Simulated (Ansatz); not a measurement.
Mulliken charges of `C1=NCCO1` from PBE/def2-TZVPP in Ansatz (PBE0-D4/def2-TZVP geometry).

```
atom   x (Å)   y (Å)   z (Å)  charge (e)
  C1  -1.257   0.560  -0.417       0.048
  N2  -1.179  -0.688  -0.265      -0.205
  C3   0.199  -0.956   0.146      -0.043
  C4   0.868   0.429   0.206      -0.014
  O5  -0.178   1.335  -0.195      -0.209
  H6  -2.145   1.101  -0.724       0.116
  H7   0.203  -1.467   1.112       0.073
  H8   0.674  -1.623  -0.578       0.072
  H9   1.701   0.544  -0.490       0.082
 H10   1.197   0.713   1.207       0.081
```

**Question.** By hand: the dipole of these point charges (1 e Å = 4.8032 D).

**Answer.** Σ q r = (0.249, -0.070, 0.079) e Å, of length 0.270 e Å = 1.30 D.

**Question.** How does the dipole of the full density compare? (Best estimate.)

**Answer.** Computed: (0.334, 0.086, 0.086) e Å, 1.71 D; the point charges give 0.76 times that, at 29° from its direction.

Point charges leave out the atoms' own dipoles, such as those of lone pairs, and Mulliken's split depends on the basis, so the two needn't agree.
